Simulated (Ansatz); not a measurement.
Isolated molecules relaxed with PBE0-D4/def2-TZVP in Ansatz; ΔE leaves out vibrations. CCSD(T)/CBS is the MP2 limit (def2-TZVPP, def2-QZVPP) plus CCSD(T) − MP2 in def2-TZVPP, frozen cores. This one scheme is used for every species. Functionals use def2-TZVPP. One conformer a species, not always the lowest.

Consider the formal hydrolysis of a C–C bond: `COC(C)N` + H₂O → `COC(N)O` + CH₄.

```tsv
species	PBE0-D4 energy (Eh)
`COC(C)N`	-249.51853
H₂O	-76.38097
`COC(N)O`	-285.42470
CH₄	-40.47612
```

(1) Work out ΔE.

Largest T1 diagnostic among the species: 0.011.

## Answers

(1) ΔE = (-285.42470) + (-40.47612) − (-249.51853) − (-76.38097) = -0.00132 Eh = -0.8 kcal/mol. CCSD(T)/CBS gives +1.0 kcal/mol.

The D4 term adds +1.1 kcal/mol with B3LYP and +0.6 kcal/mol with PBE0; it sums over pairs of atoms, weighted by their polarisabilities, and B3LYP, whose exchange is more repulsive, gets the larger term. In def2-TZVPP, CCSD(T) changes the Hartree–Fock value by +3.5 kcal/mol (the triples alone add +0.2 kcal/mol) and MP2 by +4.5 kcal/mol.

B3LYP here is the variant with VWN-RPA as its local correlation; programs differ in this.
